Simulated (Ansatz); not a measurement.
Reaction (hydrogen abstraction from the Si–H bond): `F[SiH2]F` + Cl• → `F[SiH]F`• + HCl

Gas-phase electronic energies from Ansatz, PBE0-D4/def2-TZVP geometries. CBS: def2 TZ/QZ extrapolation, frozen cores. No spin–orbit coupling; open shells (•) take unrestricted orbitals. Spin–orbit coupling would lower the free atoms: a little for Cl.

| level | ΔE (eV) |
| --- | --- |
| CCSD/def2-SVP | 0.05 |
| CCSD(T)/def2-QZVPP | -0.21 |
| MP2/cc-pV(T+d)Z | -0.30 |
| MP2/CBS(cc) | -0.36 |

**Question.** What does CCSD(T)/CBS give? (An estimate is asked.)

**Answer.** The calculation gave: -0.23 eV. The listed levels differ from it by 0.28, 0.02, -0.07, -0.13 eV.

Largest T1 diagnostic among the species: 0.014.

From BLYP to BHLYP (50 % exact exchange), in def2-TZVPP and without D4, ΔE moves by +0.29 eV. In def2-TZVPP, CCSD(T) changes the Hartree–Fock value by −0.37 eV (the triples alone add −0.06 eV) and MP2 by −0.51 eV.

CCSD(T)/CBS has its own doubt, a few kJ/mol and more with outer-core shells, so smaller differences from it don't rank the levels.
